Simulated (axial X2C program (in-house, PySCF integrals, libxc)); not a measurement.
# P₂: properties at the nuclei

Aim: properties at the nuclei of P₂, with spin–orbit coupling in the Hamiltonian from the start.

Computed with an in-house X2C program for linear molecules on PySCF integrals. Level: two-component X2C with atomic mean-field terms, P dyall-v3z.

All values are calculated.

## Step 1: Set-up

The input, task.json:

```json
{
 "zs": [
  15,
  15
 ],
 "q": 0,
 "bas": [
  "dyall-v3z",
  "dyall-v3z"
 ],
 "r0": 2.04,
 "levels": [
  "PBE0",
  "HF",
  "BP86",
  "PBE50",
  "LDA"
 ],
 "nst": 3
}
```

Keys: zs atomic numbers; q charge; bas basis sets; r0 starting distance in Å; levels methods (HF also brings MP2); nst determinants followed.

Command:

```
> python soeom.py task.json out
```

Nuclei are Gaussian, cores are contracted, and the Gaunt term is on.

## Step 2: Expectation values, lowest determinant

R = 1.891 Å. State: Ω = 0 (closed shell).

Output of the PBE0 run:

```text
two-component X2C + atomic mean field  PBE0
basis functions 92  fitting functions 584  grid points 4360
iter        total energy     max residual
   1       -684.017669640     3.27e-05
   2       -684.017669654     2.88e-05
   3       -684.017669664     4.72e-06
   4       -684.017669665     4.22e-07
converged
one-electron -1071.30827439  Coulomb 370.76608576  exact exchange -11.33666060  xc functional -35.00748574  nuclear repulsion 62.96397274  atomic mean-field constant -0.09530745
```

The highest occupied spinor is 94% P p, 5% P d.

```tsv
level	qzz P (a.u.)
PBE0	-1.66
HF	-1.92
BP86	-1.58
PBE50	-1.74
LDA	-1.60
```

qzz is the electric field gradient, eQq0 = 234.96 MHz × Q/barn × qzz. The operators were transformed with the bare-nucleus X2C matrices.

## Step 3: Outcome

| quantity | value |
| --- | --- |
| lowest determinant | Ω = 0 (closed shell) |
| qzz P (a.u.), PBE0 | -1.66 |

The expectation values come from single determinants, which for open shells can mix terms of unlike spin or miss the lowest Ω, so a determinant need not be a state. qzz is the electric field gradient, eQq0 = 234.96 MHz × Q/barn × qzz. The operators were transformed with the bare-nucleus X2C matrices.
